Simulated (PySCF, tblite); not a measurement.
# BPH4− (doublet): geometry, infrared bands and EPR parameters

What infrared bands and EPR parameters should BPH4− (doublet) (`[BH2-]P`) show?

Computed with tblite 0.8.0 and PySCF 2.14.0, with density-fitted response routines of our own, on a single molecule in the gas phase. Atoms are numbered from 0 throughout.

## (1) Starting geometry

6 atoms, charge -1, multiplicity 2; geometry from: force field or distance geometry start.

Bonds of the start (Å): B0–P1 1.93, B0–H2 1.19, B0–H3 1.19, P1–H4 1.46, P1–H5 1.44.

## (2) Relaxing the molecule with GFN2-xTB

What the job is given:

```
{"job": {"kind": "relax", "xc": "GFN2-xTB", "basis": "xTB"}, "charge": -1, "multiplicity": 2}
B     -0.938400    -0.114800     0.227700
P      0.903500     0.218300     0.679100
H     -1.521200     0.921500     0.178100
H     -1.009500    -0.650000    -0.837300
H      1.333400    -1.132800     0.349200
H      1.235300     0.759800    -0.618400
```

Launch:

```bash
$ OMP_NUM_THREADS=1 python probes_run.py task.json out
```

This one command runs all jobs of the session in turn.

**Question.** This job is followed by: GFN2-xTB harmonic vibrations, gas phase; UKS B3LYP, pcH-1 on B H P, non-relativistic, mean-field spin-orbit, GIAO. What will the session give for the following? strongest single infrared mode (GFN2-xTB); zero-point energy (GFN2-xTB); g(iso) (B3LYP); ⟨S²⟩; largest a(iso) (averaged by class).

**Answer**, as computed:

| quantity | value |
| --- | --- |
| strongest single infrared mode (GFN2-xTB) | 1803 cm⁻¹, 784 km/mol |
| zero-point energy (GFN2-xTB) | 20.5 kcal/mol |
| g(iso) (B3LYP) | 2.00185 |
| ⟨S²⟩ | 0.753 (exact 0.75) |
| largest a(iso) (averaged by class) | 1H on H4, H5, 133.4 MHz |

**Reading.** Over 39 steps the energy fell by 0.545 eV; of the close pairs, B0–P1 changed most, 1.925 to 1.844 Å. No mode is imaginary among the 12: a minimum at this level. The strongest single mode, at 1803 cm⁻¹, moves mainly H5 and H4. Unscaled tight-binding wavenumbers are off by several per cent, some by more. Its intensities can rank the bands wrongly. B0 carries the largest spin population, 0.99 e. The isotropic g lies 0.5 ppt below the free-electron value. The records flag this anion as possibly unbound in the gas phase, so the basis may hold the extra electron. The conformer search found further structures of the same energy, which may be mirror or relabelled copies of this one.
